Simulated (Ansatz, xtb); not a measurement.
**H6N3P: which of two isomers lies lower**

Structure a: `N=[PH](N)N`, a singlet. Structure b: `NNPN`, a singlet. Both are isolated molecules in the gas phase, relaxed with PBE0-D3(BJ)/def2-SVP; the shapes shown needn't be the lowest conformers.

a (Å):

```xyz
10

N    -1.5110   -1.2841    0.3668
N     0.8684   -2.2231    0.8306
N     0.8759    0.3432    0.4221
P    -0.1339   -0.9085    0.9956
H    -2.2983   -0.7229    0.6830
H    -0.1111   -0.4981    2.3647
H     0.4342   -3.0447    0.4277
H     1.8418   -2.0728    0.6006
H     0.6355    1.2593    0.7950
H     0.8954    0.3912   -0.5963
```

b (Å):

```xyz
10

N     0.5083   -0.5127    1.6209
N     1.1145    0.5833    1.0100
N    -0.6527    0.5668   -1.1540
P     0.9733    0.8146   -0.6841
H     1.1281   -0.9186    2.3200
H    -0.3670   -0.2618    2.0814
H     1.1859    1.4358    1.5632
H     1.4012   -0.4976   -1.0338
H    -1.1375   -0.2486   -0.7877
H    -1.2458    1.3898   -1.1434
```

**Question.** Estimate E(b) − E(a) at the level CCSD(T)/def2-SVP + ΔMP2/def2-TZVPP.

**Answer.** Calculated at CCSD(T)/def2-SVP + ΔMP2/def2-TZVPP: E(b) − E(a) = +1.374 eV, so structure a lies lower.

How the difference moves with the method:

```tsv
level	geometry	E(b) − E(a) (eV)	departure from the last row (eV)	job, with rough time for the two
GFN2-xTB	GFN2-xTB	+1.144	−0.229	optimisation, 0.99 s
HF/STO-3G	GFN2-xTB	−3.115	−4.489	single point, 0.86 s
r2SCAN-D4/def2-SVP	GFN2-xTB	+0.799	−0.575	single point, 9.3 s
PBE0-D3(BJ)/def2-SVP	PBE0-D3(BJ)/def2-SVP	+0.757	−0.617	optimisation, 3.3 min
HF/def2-SVP	PBE0-D3(BJ)/def2-SVP	+0.736	−0.637	part of the CCSD(T) run
MP2/def2-SVP	PBE0-D3(BJ)/def2-SVP	+0.894	−0.480	part of the CCSD(T) run
CCSD(T)/def2-SVP	PBE0-D3(BJ)/def2-SVP	+0.699	−0.675	single point
CCSD(T)/def2-SVP + ΔMP2/def2-TZVPP	PBE0-D3(BJ)/def2-SVP	+1.374		single point, 33 s
```

As drawn, b has 1 N–N in place of 1 N=P.

HF/STO-3G puts the two in the other order. The largest departure from CCSD(T)/def2-SVP + ΔMP2/def2-TZVPP is that of HF/STO-3G, 4.489 eV. The last row adds to CCSD(T) the change of the MP2 difference between the two basis sets, here +0.675 eV, a large step that makes the value less sure.

With harmonic frequencies from PBE0-D3(BJ)/def2-SVP (ideal gas, rigid rotor, one conformer each, 298.15 K, 1 atm): the zero-point term adds +0.066 eV; ΔH is +1.435 and ΔG +1.431 eV.

The correlated steps freeze 8 core orbitals. Run with Ansatz 0.2.0, xtb 6.7.1; the last row on 1 thread of AMD EPYC (Zen 3) on a shared host.
